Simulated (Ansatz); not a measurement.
System: zinc-blende HgSe. Method: BLYP in Ansatz (PAW).

Settings: plane-wave cutoff 520 eV, 10×10×10 k mesh, Fermi–Dirac smearing 0.01 eV, scalar-relativistic PAW data made under PBE.

Cell (relaxed at this level):

```cif
data_Hg4Se4
_chemical_formula_sum 'Hg4 Se4'
_space_group_name_H-M_alt 'F-43m'
_space_group_IT_number 216
_space_group_name_Hall 'F -4 2 3'
_cell_length_a 6.41719
_cell_length_b 6.41719
_cell_length_c 6.41719
_cell_angle_alpha 90.000
_cell_angle_beta 90.000
_cell_angle_gamma 90.000
loop_
_atom_site_label
_atom_site_type_symbol
_atom_site_symmetry_multiplicity
_atom_site_Wyckoff_symbol
_atom_site_fract_x
_atom_site_fract_y
_atom_site_fract_z
_atom_site_occupancy
Hg1 Hg 4 a 0.00000 0.00000 0.00000 1
Se1 Se 4 d 0.75000 0.75000 0.75000 1
```
(The calculation used a cell of 2 atoms; values per cell refer to that cell.)

Problem. Give the computed bulk modulus B0 and pressure derivative B′ of the bulk modulus.

Solution. 
bulk modulus B0: 34.0 GPa
pressure derivative B′ of the bulk modulus: 5.1

The run finds no gap.

Measured, for comparison: bulk modulus 50 GPa (temperature not stated, not corrected to a static lattice, our sources range from 48.5 to 51.6; as tabulated in Toher et al. (2017), arXiv:1611.05714). Computed (rounded) less measured: bulk modulus -32 % (-30 % to -34 % over the range).

Note: the cell is over a tenth larger than the published one: the level's own overestimate first of all, though another phase or state, or a fault of the published cell, is possible.

Spin–orbit coupling is not included; it can open a gap where bands touch, and shift volumes and moduli.

Computing time: about 50 core-seconds (a rough figure).

Ansatz is a first-principles code.
